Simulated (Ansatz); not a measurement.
Exact exchange and the HOMO–LUMO gap of C3H5N (isocyanoethane)

C3H5N has 9 atoms, charge 0, and is taken as a singlet. As SMILES, `[C-]#[N+]CC`. The coordinates come from a PBE0-D4/def2-TZVP relaxation.

The HOMO–LUMO gap y, in eV, basis cc-pVDZ; a is the functional's share of exact exchange. Programs: Ansatz 0.2.0.

| functional | program | a | y (eV) |
| --- | --- | --- | --- |
| PBE | Ansatz | 0 | 6.57 |
| r2SCAN | Ansatz | 0 | 7.35 |
| B3LYP | Ansatz | 0.2 | 8.78 |
| r2SCAN0 | Ansatz | 0.25 | ? |
| PBE0 | Ansatz | 0.25 | 9.36 |
| BHLYP | Ansatz | 0.5 | 11.97 |

Q: Fit y = c + s·a to the known rows and predict r2SCAN0.

A: 
1. Means of the 5 rows: a = 0.1900, y = 8.806.
2. Σ(Δa)² = 0.172, Σ(Δa·Δy) = 1.7153, so the slope is 1.7153/0.172 = 9.9727.
3. Intercept: 8.806 − (9.9727) × 0.1900 = 6.911. The largest residual of the fit is 0.44.
4. r2SCAN0: 6.911 + (9.9727) × 0.25 = 9.40 eV.

The run gave 9.89 eV, so the prediction is off by -0.49 eV, about the scatter of the fit. Exact exchange lowers occupied levels and raises empty ones. The rows mix families of semi-local functionals, which the line can't see.
